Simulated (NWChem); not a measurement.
System: formaldehyde (CH2O); SMILES C=O

Here is an NWChem input.

```
start job
memory heap 200 mb stack 900 mb global 1100 mb
geometry units angstroms noautoz
  C      0.000000     0.000000     0.520248
  O      0.000000     0.000000    -0.675823
  H      0.000000    -0.944428     1.122116
  H      0.000000     0.944428     1.122116
end
basis spherical
  * library 6-31+g*
end
dft
  xc b3lyp
  iterations 150
  mulliken
end
task dft energy
```

Coordinates come from a PBE0/def2-SVP optimisation. B3LYP is NWChem's, with the RPA form of VWN correlation.

Task: Predict the main results of this run. (B3LYP/6-31+G* (spherical d).) Quantities: basis functions; energy (Ha); highest occupied level (eV); orbital gap (eV); dipole (D).

Result: 
```json
{
  "number_of_basis_functions": "40",
  "energy (Ha)": "-114.51",
  "highest occupied level (eV)": "-7.66",
  "orbital gap (eV)": "6.03",
  "dipole (D)": "2.44"
}
```
